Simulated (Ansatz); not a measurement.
# SVWN5/cc-pVDZ run of C2F3N (cyanotrifluoromethane)

Aim: the energy change on altering one bond length of C2F3N (cyanotrifluoromethane) at SVWN5/cc-pVDZ, from 2 runs. 

The results are computed with Ansatz 0.2.0.

51 further runs of the same task are left out: 12 that didn't finish, 39 set aside as unsound or not needed.

## (1) The molecule

The species is C2F3N (6 atoms), meant as a singlet with charge 0. SMILES: `N#CC(F)(F)F`. The shape is that of a PBE0-D4/def2-TZVP optimisation.

Bond lengths: N1–C2 1.146 Å, C2–C3 1.481 Å, C3–F4 1.326 Å, C3–F5 1.326 Å, C3–F6 1.326 Å. Angles: N1–C2–C3 180.0°, C2–C3–F4 110.1°, C2–C3–F5 110.1°, C2–C3–F6 110.1°, F4–C3–F5 108.8°, F4–C3–F6 108.8°, F5–C3–F6 108.8°.

## (2) A single-point energy at SVWN5/cc-pVDZ

Contents of job.yaml:

```yaml
crystal:
  periodic: [false, false, false]
  atoms:
    - symbol: "N"
      position_ang: [1.022100, -1.705100, 0.893500]
    - symbol: C
      position_ang: [0.486200, -0.810600, 0.417800]
    - symbol: C
      position_ang: [-0.206400, 0.345600, -0.197200]
    - symbol: F
      position_ang: [-1.316000, -0.055800, -0.802300]
    - symbol: F
      position_ang: [0.581500, 0.927000, -1.091500]
    - symbol: F
      position_ang: [-0.525200, 1.234800, 0.733600]
basis:
  gaussian:
    orbitals: cc-pVDZ
total_charge: 0
hamiltonian:
  xc: {name: SVWN5}
accuracy: high
output: {orbitals: {seedname: orbitals}}
```

Started as:

```sh
$ ansatz run job.yaml --threads 1 --pin off --max-ram 3480MiB --events-out events.jsonl --progress --plain --runs-dir runs
```

Standard output:

```text
Warning: RAYON_NUM_THREADS=1 ignored (pool sized by the plan → 1); use --threads N
Functional definition: SVWN5
  name "SVWN5"
  exchange = slater_x
  correlation = vwn5_c
1829 factors; integrals over basis functions are off by at most 2.6e-9 eV
mean field evaluation 1: about -11627.3869 eV, gradient 4.9e1 eV
mean field evaluation 2: about -11607.0321 eV, gradient 1.1e2 eV
mean field evaluation 4: about -11631.9303 eV, gradient 6.1e0 eV
mean field evaluation 8: about -11631.9902 eV, gradient 6.7e-1 eV
mean field evaluation 16: about -11631.9911 eV, gradient 6.1e-6 eV
mean field -11631.99105027 eV, -427.4677866505 hartree, gradient 5.1e-9 eV, S^2 0.000000; 0 other end points of the search recorded, 0 dependent functions left out
reference -11631.99105184 eV, -427.4677867085 hartree; 23, 23 occupied and 61, 61 virtual orbitals, 1829 factors
Total energy: -11631.99105184 eV, -427.4677867085 hartree
```

Wall time 5.4 s (1 thread of Arm Neoverse N1, shared host); peak memory 0.2 GiB.

## (3) The distorted shape, same level

Contents of run.yaml:

```yaml
crystal:
  periodic: [false, false, false]
  atoms:
    - {symbol: N, position_ang: [0.391786, -2.170216, 1.608934]}
    - {symbol: C, position_ang: [-0.144114, -1.275716, 1.133234]}
    - {symbol: C, position_ang: [-0.836714, -0.119516, 0.518234]}
    - {symbol: F, position_ang: [-1.946314, -0.520916, -0.086866]}
    - {symbol: F, position_ang: [0.581500, 0.927000, -1.091500]}
    - {symbol: F, position_ang: [-1.155514, 0.769684, 1.449034]}
basis:
  gaussian:
    orbitals: cc-pVDZ
output:
  orbitals: {seedname: orbitals}
accuracy: high
hamiltonian:
  xc: {name: SVWN5}
```

Started as:

```sh
$ ansatz run run.yaml --threads 1 --pin off --max-ram 3480MiB --events-out events.jsonl --progress --plain --runs-dir runs
```

Standard output:

```text
Warning: RAYON_NUM_THREADS=1 ignored (pool sized by the plan → 1); use --threads N
[... 4 set-up lines as earlier in the session ...]
1772 factors; integrals over basis functions are off by at most 2.8e-9 eV
mean field evaluation 1: about -11617.7481 eV, gradient 6.4e1 eV
mean field evaluation 2: about -11206.5649 eV, gradient 2.8e2 eV
mean field evaluation 4: about -11572.7936 eV, gradient 1.5e2 eV
mean field evaluation 8: about -11627.4295 eV, gradient 1.2e-1 eV
mean field evaluation 16: about -11603.3751 eV, gradient 6.0e1 eV
mean field -11627.42957706 eV, -427.3001556022 hartree, gradient 2.3e-8 eV, S^2 0.000000; 0 other end points of the search recorded, 0 dependent functions left out
reference -11627.42957869 eV, -427.3001556619 hartree; 23, 23 occupied and 61, 61 virtual orbitals, 1772 factors
Total energy: -11627.42957869 eV, -427.3001556619 hartree
```

Wall time 5.1 s (1 thread of Arm Neoverse N1, shared host); peak memory 0.19 GiB.

## (4) What came out

Level: SVWN5/cc-pVDZ.

```
                                                         quantity          value
                                        first shape: total energy  -427.46779 Eh
                                         first shape: HOMO energy       -9.41 eV
                                         first shape: LUMO energy       -1.80 eV
                                       first shape: HOMO–LUMO gap        7.60 eV
                                    distorted shape: total energy  -427.30016 Eh
                                     distorted shape: HOMO energy       -7.16 eV
                                     distorted shape: LUMO energy       -6.36 eV
                                   distorted shape: HOMO–LUMO gap        0.80 eV
energy change with the C3–F5 bond stretched from 1.326 to 2.387 Å       4.561 eV
```

In words: One bond (distorted shape) is far stretched, which a spin-restricted single reference describes badly; a broken-symmetry solution may lie lower. With the C3–F5 bond stretched from 1.326 to 2.387 Å the energy rises by 4.56 eV (440 kJ/mol). The first shape isn't relaxed at this level, so the change isn't measured from a minimum. A restricted reference can't describe the breaking bond well at this length.
